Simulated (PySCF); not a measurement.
# Field gradients at the hydrogen positions

C₃H₄ClF.
Geometry (GFN2-xTB, Å), atoms numbered from 1 in this order:
```xyz
9
C3H4ClF angstrom
C     -1.163    0.156    0.005
C      0.315    0.331    0.087
Cl     0.850    1.928    0.496
C      1.186   -0.642   -0.131
F      2.514   -0.473   -0.054
H     -1.409   -0.869   -0.258
H     -1.621    0.402    0.961
H     -1.574    0.828   -0.746
H      0.916   -1.655   -0.386
```

Level: PBE0/pcSseg-1 (PySCF, non-relativistic); Q(2H) = 0.00286 b; rigid geometry, the same for H and D, with no vibrational averaging.

Problem. Give the electric field gradient Vzz (the principal value of largest size), its asymmetry and the 2H coupling at each hydrogen.

Solution. 
| atom | bonded to | bond length (Å) | Vzz (au) | η | χzz (kHz) |
| --- | --- | --- | --- | --- | --- |
| H6 | C1 | 1.086 | 0.3154 | 0.05 | 212 |
| H7 | C1 | 1.089 | 0.3089 | 0.03 | 208 |
| H8 | C1 | 1.088 | 0.3091 | 0.03 | 208 |
| H9 | C4 | 1.079 | 0.3212 | 0.13 | 216 |

Problem. A static deuteron (I = 1) shows a doublet split by (3/2)χ, (3/4)χ(1 + η) and (3/4)χ(1 − η) with the field along z, y and x of the gradient. What are these for H9?

Solution. With |χ| = 215.9 kHz and η = 0.127: 324, 182 and 141 kHz, to first order and without motion.

Geometry: GFN2-xTB; no solvent, vibrations or thermal averaging. GFN2-xTB bond lengths can be off by several hundredths of an ångström, more for odd bonds, and the gradients follow them. A larger basis could move these couplings by a tenth or more.

The run behind these numbers computed NMR shieldings as well. Hardware: one thread of an Arm Neoverse V2, no GPU, on a shared host. Cost: 7.3 s, 0.49 GiB resident at most.
